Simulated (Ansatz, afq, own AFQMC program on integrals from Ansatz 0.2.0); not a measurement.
AlP, triplet: AFQMC among the cluster methods

```tsv
atom	x (Å)	y (Å)	z (Å)
Al	0.0000	0.0000	0.0000
P	0.0000	0.0000	4.8130
```

Basis 6-31G. Only valence electrons are correlated. AFQMC by an in-house program on the Cholesky factors that Ansatz 0.2.0 writes for its CCSD(T) run. The CISD trial takes its coefficients from CCSD amplitudes. Released means that phaseless walkers are propagated on without the constraint, phases kept. Error bars are statistical, one sigma.

Determinant: UHF, the one that the program's search chose, which needn't be the lowest solution. The geometry is a point of a scan.

Full CI on the same integrals is exact in this basis and with this determinant's frozen core.

Cautions: lower spins were not checked; unrestricted determinant spin contaminated (⟨S²⟩ 2.98 against 2.00); the released energies have errors that jump between times, so the bars are unsure, so no released level is given (meV from the phaseless value at times in 1/Eh: -3 ± 9 at 0.24, -2.2 ± 0.7 at 0.51, -5.1 ± 1.0 at 0.99, -5.2 ± 1.0 at 1.62, -4.9 ± 1.5 at 2.40); the next higher spin lies close (full CI puts it 51 meV above).

```
T1 diagnostic                               : 0.0167
weight of the determinant in the CISD state : 0.922
⟨S²⟩ of the determinant                     : 2.977
size of the correlated space                : 8 electrons in 16 orbitals
```

| level | correlation energy (eV) |
| --- | --- |
| MP2 | -0.7867 |
| CCSD | -1.2565 |
| CCSD(T) | -1.2659 |

Task: Estimate where full CI lies against CCSD(T) on the same integrals.

Result: 1.8 kJ/mol below CCSD(T).

Reference: full CI, correlation energy -1.284 eV. The cautions show a poor starting determinant, so the rows tell how each method copes with it here, and full CI is the sure value.

```json
{"level": "CCSD(T)", "E − E(reference) (kJ/mol)": "1.8", "share of correlation (%)": "98.58"}
{"level": "CCSDT", "E − E(reference) (kJ/mol)": "0.1", "share of correlation (%)": "99.90"}
{"level": "CCSDT(Q)", "E − E(reference) (kJ/mol)": "0.0", "share of correlation (%)": "99.97"}
{"level": "CCSDTQ", "E − E(reference) (kJ/mol)": "0.0", "share of correlation (%)": "100.00"}
{"level": "ph-AFQMC/HF", "E − E(reference) (kJ/mol)": "-1.5 ± 1.3", "share of correlation (%)": "101.21"}
{"level": "ph-AFQMC/CISD", "E − E(reference) (kJ/mol)": "0.0 ± 0.09", "share of correlation (%)": "99.97"}
```

CCSDT and higher add their correlation energy to the determinant of the CCSD(T) run, since their own runs factorise the integrals more tightly (a shift of under 2 meV). A walk keeps the symmetry of its determinant, which the program's search chose and which needn't be the lowest solution, so a lower state of the same spin and another symmetry isn't excluded.
